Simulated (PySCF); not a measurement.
# [CH5SSi]-: core ionisation energies

Species: CH5SSi (charge -1).
Atom-mapped SMILES: `[CH3:1][S:2][SiH2-:3]`

Structure used (PBE0-D3(BJ)/def2-SVP), in Å, numbered top down from 1:
```
atom  x, y, z in Å
C1    -1.4339   -0.1255    0.0774
S2     0.0003   -0.1159   -1.0401
Si3    1.6723    0.3257    0.4355
H4    -1.4688   -1.0335    0.7038
H5    -2.3575   -0.0901   -0.5261
H6    -1.4164    0.7456    0.7528
H7     2.5446   -0.9181    0.1174
H8     2.4685    1.2213   -0.5453
```

Computed, not measured: PySCF, delta-SCF UKS SCAN, pcX-2 on the ionised atom, pcseg-1 elsewhere, spin-free X2C. Vertical ΔSCF values, vacuum level as zero.

Problem. What binding energy does each computed site have?

Solution. 
| atom(s) | bonded to | level | binding energy (eV) | 2p1/2 (eV) | count |
| --- | --- | --- | --- | --- | --- |
| C1 | S and 3 H | C 1s | 286.49 | – | 1 |
| S2 | C and Si | S 1s | 2470.94 | – | 1 |
| Si3 | S and 2 H | Si 2p3/2 | 100.07 | 100.70 | 1 |
| Si3 | S and 2 H | Si 1s | 1839.90 | – | 1 |

Problem. Which photon energy gives electrons from C 1s of C1 a kinetic energy of 100 eV, and what is their de Broglie wavelength?

Solution. hν = 286.49 + 100 = 386.49 eV, recoil neglected; λ = 12.264 Å/√(E/eV) = 1.23 Å.

Problem. Which effective nuclear charge Zeff reproduces each element's mean 1s value in the hydrogen-like formula E = 13.606 eV × Zeff²?

Solution. C (Z = 6): mean 286.5 eV, Zeff = 4.59, Z − Zeff = 1.41; Si (Z = 14): mean 1839.9 eV, Zeff = 11.63, Z − Zeff = 2.37; S (Z = 16): mean 2470.9 eV, Zeff = 13.48, Z − Zeff = 2.52. Means run over the listed sites, weighted by atom count.

Not every level is listed. The 2p values add to the ΔSCF energy of one spin-free hole a correction within the shell (spin–orbit coupling, ligand field). 2p1/2 minus 2p3/2 (ligand field included): Si 0.63 eV. The species carries charge -1, so core ionisation leaves a neutral species. The basis sets have no added diffuse functions. The structure is a single PBE0-D3(BJ)/def2-SVP conformer in the gas phase; no vibrational or solvent corrections. The geometry's basis has no diffuse functions, a weakness for an anion.
